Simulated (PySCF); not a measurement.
Input and output of a TDDFT job on `C#CCN=C`.

Method: PySCF 2.14.0, density-fitted response routines, TDDFT PBE0/def2-SVPD, vertical, gas phase, core orbitals frozen in the response.

Input of the driver that calls PySCF (job settings, then Cartesian coordinates in Å):

```
{"job": {"kind": "uv", "xc": "PBE0", "basis": "def2-SVPD", "nstates": 6, "ntriplets": 2}, "charge": 0, "multiplicity": 1}
C      1.9638    -0.7715     0.0972
C      1.1424     0.0990     0.0620
C      0.0754     1.0852     0.0155
N     -1.2751     0.5955    -0.0762
C     -1.5492    -0.6243    -0.0995
H      2.7193    -1.4991     0.1317
H      0.2246     1.7478    -0.8460
H      0.1157     1.7115     0.9156
H     -0.8170    -1.4358    -0.0567
H     -2.5910    -0.9036    -0.1660
```

The self-consistent field part of the output:

```
coarse grid: 8512 points
cycle   1  E = -209.6170839785  dE =  6.051e-01  |g| = 3.335e-01  |ddm| = 7.147e+00
cycle   2  E = -209.6170359813  dE =  4.800e-05  |g| = 3.473e-01  |ddm| = 2.103e+00
cycle   3  E = -209.6445625369  dE = -2.753e-02  |g| = 1.076e-01  |ddm| = 8.500e-01
cycle   4  E = -209.6468993942  dE = -2.337e-03  |g| = 2.883e-02  |ddm| = 2.044e-01
cycle   5  E = -209.6470949881  dE = -1.956e-04  |g| = 4.940e-03  |ddm| = 6.877e-02
cycle   6  E = -209.6470999344  dE = -4.946e-06  |g| = 2.302e-03  |ddm| = 1.467e-02
final grid: 82688 points
cycle   7  E = -209.6763684459  dE = -2.146e-05  |g| = 5.404e-03  |ddm| = 1.157e-01
cycle   8  E = -209.6763583790  dE =  1.007e-05  |g| = 8.375e-03  |ddm| = 1.983e-02
cycle   9  E = -209.6763749745  dE = -1.660e-05  |g| = 2.084e-03  |ddm| = 1.270e-02
cycle  10  E = -209.6763761203  dE = -1.146e-06  |g| = 1.726e-04  |ddm| = 2.779e-03
cycle  11  E = -209.6763761242  dE = -3.807e-09  |g| = 1.262e-04  |ddm| = 5.124e-04
cycle  12  E = -209.6763761274  dE = -3.246e-09  |g| = 3.012e-05  |ddm| = 2.886e-04
cycle  13  E = -209.6763761276  dE = -2.195e-10  |g| = 8.400e-06  |ddm| = 6.586e-05
converged SCF energy = -209.6763761276
```

Task: What follows in the output?

Result: 
```
Static polarisability (au): isotropic 52.921, principal 37.042 56.299 65.423

Singlet excitations
state   eV       nm        f      main configurations
  1   5.0589    245.1   0.00166   H->L 0.99
  2   6.5752    188.6   0.01693   H-1->L 0.77, H->L+1 0.09
  3   6.5882    188.2   0.00223   H-1->L+1 0.67, H-2->L 0.10
  4   6.7313    184.2   0.00002   H-2->L 0.77, H-1->L+1 0.15
  5   6.8867    180.0   0.07542   H->L+1 0.80, H-1->L 0.12
  6   7.1434    173.6   0.00195   H->L+3 0.39, H-2->L+3 0.17, H-2->L+1 0.14

Triplet excitations (Tamm-Dancoff, eV): 4.1800 5.0168
```

The SCF starts on a coarse grid; the energy jumps when the final grid takes over, and dE counts afresh there. The run used 140 basis functions and 13 SCF iterations for the ground state.

On one thread, Arm Neoverse V1 (aarch64), shared host with 64 logical CPUs at a one-minute load of 41, this took 10 s wall and 0.57 GiB of memory at its peak.

Task: What frontier levels and dipole did the ground state of this run have?

Result: HOMO -7.47 eV, LUMO -0.36 eV, dipole 1.15 D.

One conformer (not necessarily the lowest) at the GFN2-xTB geometry, without solvent, vibrations or thermal averaging.
